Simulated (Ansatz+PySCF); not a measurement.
## singlet NH₄F in separate pieces: levels of theory in one basis

| atom | x (Å) | y (Å) | z (Å) |
| --- | --- | --- | --- |
| N | 0.0000 | 0.0000 | 0.0000 |
| H | 0.5945 | 0.5945 | 0.5945 |
| H | 0.5945 | -0.5945 | -0.5945 |
| H | -0.5945 | 0.5945 | -0.5945 |
| H | -0.5945 | -0.5945 | 0.5945 |
| F | 30.0000 | 0.0000 | 0.0000 |

Basis set: STO-3G (spherical functions). Left uncorrelated: 2 orbitals. Charge 0, multiplicity 1.

Computed with Ansatz (development build ahead of 0.2.0); each method stands on the lowest determinant of its kind that the runs found.

```json
{"method": "RHF", "E − E(RHF) (eV)": "0.00", "<S²> of the determinant": "0.00"}
{"method": "UHF", "E − E(RHF) (eV)": "-3.69", "<S²> of the determinant": "1.01"}
{"method": "UHF-MP2", "E − E(RHF) (eV)": "-5.40", "<S²> of the determinant": "1.01"}
{"method": "RHF-CCSD", "E − E(RHF) (eV)": "-5.57", "<S²> of the determinant": "–"}
{"method": "UHF-CCSD", "E − E(RHF) (eV)": "-6.14", "<S²> of the determinant": "1.01"}
{"method": "UHF-CCSD(T)", "E − E(RHF) (eV)": "-6.16", "<S²> of the determinant": "1.01"}
{"method": "RHF-CCSDT(Q)", "E − E(RHF) (eV)": "-7.00", "<S²> of the determinant": "–"}
{"method": "UHF-CCSDT(Q)", "E − E(RHF) (eV)": "-6.17", "<S²> of the determinant": "1.01"}
{"method": "full CI (lowest root of this spin)", "E − E(RHF) (eV)": "-6.17", "<S²> of the determinant": "–"}
```

At such a shape the full CI root can have another spatial symmetry than the determinants, so the rows needn't describe one state.

Q: Is a single determinant a sound starting point here?

A: It is doubtful. Unrestricted orbitals lower Hartree–Fock by 3.69 eV and <S²> is 1.01 where a pure state has 0.00, a sign of strong static correlation.

Caution for RHF, RHF-CCSD, RHF-CCSDT(Q): an unrestricted determinant lies well below. Caution for UHF, UHF-MP2, UHF-CCSD, UHF-CCSD(T), UHF-CCSDT(Q): the unrestricted determinant is a mixture of spin states; the determinant breaks the point group. Caution for UHF-MP2, UHF-CCSD, UHF-CCSD(T), UHF-CCSDT(Q): bonds are stretched, where a single reference can fail. Caution for RHF-CCSD: very large amplitudes, the method is breaking down; the program doubts this total. Caution for RHF-CCSDT(Q): large amplitudes, a single reference is doubtful; the amplitudes may be one of several solutions.
